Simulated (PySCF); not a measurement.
Structure problem from calculated spectra and properties.

Elements present: C and H. Monoisotopic mass: 56.0626 u.

| Quantity | Value |
| --- | --- |
| XPS | C1s 289.6, C1s 290.5, C1s 290.6 (×2) eV [ΔSCF SCAN, pcX-2 on the ionised atom, pcseg-1 elsewhere, spin-free X2C] |
| Polarisability | 50.8 au [wB97X-D/def2-SVPD] |
| UV, first state | lowest singlet excitation: 7.08 eV (175 nm, f = 0.009) [TDDFT wB97X-D/def2-SVPD] |
| Rotational structure | rotational constants A, B, C: 9.228, 8.534, 4.690 GHz [GFN2-xTB] |
| UV, strongest line | among the 8 lowest singlet transitions: S2 at 7.42 eV (167 nm, f = 0.450) [TDDFT wB97X-D/def2-SVPD] |
| Triplet | lowest triplet excitation (Tamm–Dancoff): 4.60 eV [TDA wB97X-D/def2-SVPD] |
| Dipole | 0.56 D [wB97X-D/def2-SVPD] |
| Couplings | largest of the computed one-bond spin–spin couplings (means over like bonds): 13C–1H +161.1 (×2), 13C–1H +131.8 (×6), 13C–13C +80.7, 13C–13C +42.1 (×2) Hz [B3LYP/pcJ-1, spin–dipole term left out] |
| 1H NMR | chemical shifts (computed TMS as zero) by class: 5.04 (2 H), 1.81 (6 H) ppm [GIAO PBE0/pcSseg-1] |
| 13C NMR | chemical shifts (computed TMS as zero) by class: 150.6 (1 C), 117.1 (1 C), 27.1 (2 C) ppm [GIAO PBE0/pcSseg-1] |

The electronic properties come from PySCF, for the isolated species, density fitting. Levels stand in brackets. Geometry: GFN2-xTB; no solvent, vibrations or thermal averaging. NMR values are class means; diastereotopic atoms form classes of their own.

Question: Which formula fits the mass and the elements?

Answer: C4H8 (calculated 56.0626). No other formula that holds each of these elements comes within 0.0003 u with a fitting electron parity and a possible valence count.

Question: What is the compound? Reason from the data.

Answer: Numbering: `[CH2:1]=[C:2]([CH3:3])[CH3:4]`. Its formula, C4H8, gives 1 degree of unsaturation: 0 rings and 1 π bond in the structure found. 4 carbons fall into 3 classes; from least to most shielded: fully substituted alkene carbon [C2] (150.6 ppm), terminal =CH2 carbon [C1] (117.1 ppm), allylic carbon [C3/C4] (27.1 ppm, 2 C). Hydrogen classes from least to most shielded: 2 H on a terminal =CH2 carbon, C1 (5.04 ppm), 6 H on 2 allylic carbons, C3/C4 (1.81 ppm). The couplings run between: +161.1 Hz, terminal =CH2 carbon [C1] and its hydrogen (with 1 like pair); +131.8 Hz, allylic carbon [C3] and its hydrogen (with 5 like pairs); +80.7 Hz, terminal =CH2 carbon [C1] and fully substituted alkene carbon [C2]; +42.1 Hz, fully substituted alkene carbon [C2] and allylic carbon [C3] (with 1 like pair). The core levels belong to: C1s 289.6 eV, terminal =CH2 carbon [C1]; C1s 290.5 eV, fully substituted alkene carbon [C2]; C1s 290.6 eV, allylic carbon [C3/C4]. The hole state at 290.5 eV has ⟨S²⟩ = 0.84 against 0.75, so that value is less sure. The optimised geometry has point group C2v and is an asymmetric top. Structure: isobutene (`C=C(C)C`). Computed isomers that give other values at the same levels: `C/C=C/C` (rotational constant A: 34.969 GHz; this holds for the one conformer computed); `C1CCC1` (13C chemical shifts (computed TMS as zero) by class: 21.2 (4 C) ppm); `CC1CC1` (13C chemical shifts (computed TMS as zero) by class: 21.8 (1 C), 8.2 (1 C), 7.2 (2 C) ppm). The assignments are read from this structure; whether some other isomer fits the data as well wasn't checked.
